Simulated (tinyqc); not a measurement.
Worked calculation: extended Hueckel theory, for SiH3. One step of it, computed by the program tinyqc.

Problem. Mulliken analysis. P = C n C^T; charge = valence electrons (H 1, Si 4) minus the sum of (P S)_ii on the atom; overlap population = 2 sum P_ij S_ij between two atoms.

coefficients, order 1Si 3s, 1Si 3px, 1Si 3py, 1Si 3pz, 2H 1s, 3H 1s, 4H 1s:
```
[[0.663260, 0.000000, -0.000023, 0.109412, 0.000215, 0.000000, 1.298261],
 [-0.000001, 0.000000, 0.330221, -0.000006, 1.319343, 0.000000, -0.000218],
 [0.000000, 0.330225, 0.000000, 0.000000, 0.000000, 1.319822, 0.000000],
 [0.005843, 0.000000, 0.000002, 0.989845, -0.000021, 0.000000, -0.189669],
 [0.224879, 0.000000, 0.625021, -0.047149, -0.952408, 0.000000, -0.774496],
 [0.224933, 0.541170, -0.312421, -0.047164, 0.475895, -0.825055, -0.774997],
 [0.224933, -0.541170, -0.312421, -0.047164, 0.475895, 0.825055, -0.774997]]
```

occupations: [2.000000, 2.000000, 2.000000, 1.000000, 0.000000, 0.000000, 0.000000]

overlap S, order 1Si 3s, 1Si 3px, 1Si 3py, 1Si 3pz, 2H 1s, 3H 1s, 4H 1s:
```
[[1.000000, 0.000000, 0.000000, 0.000000, 0.439785, 0.439898, 0.439898],
 [0.000000, 1.000000, 0.000000, 0.000000, 0.539605, -0.269718, -0.269718],
 [0.000000, 0.000000, 1.000000, 0.000000, 0.000000, 0.467459, -0.467459],
 [0.000000, 0.000000, 0.000000, 1.000000, -0.051833, -0.051854, -0.051854],
 [0.439785, 0.539605, 0.000000, -0.051833, 1.000000, 0.049421, 0.049421],
 [0.439898, -0.269718, 0.467459, -0.051854, 0.049421, 1.000000, 0.049397],
 [0.439898, -0.269718, -0.467459, -0.051854, 0.049421, 0.049397, 1.000000]]
```

Give: charges; Overlap populations.

Solution.

charges: [0.630, -0.210, -0.210, -0.210]

Overlap populations:
```
pair      value
2-1    0.707871
3-1    0.708014
3-2   -0.028382
4-1    0.708014
4-2   -0.028382
4-3   -0.028364
```
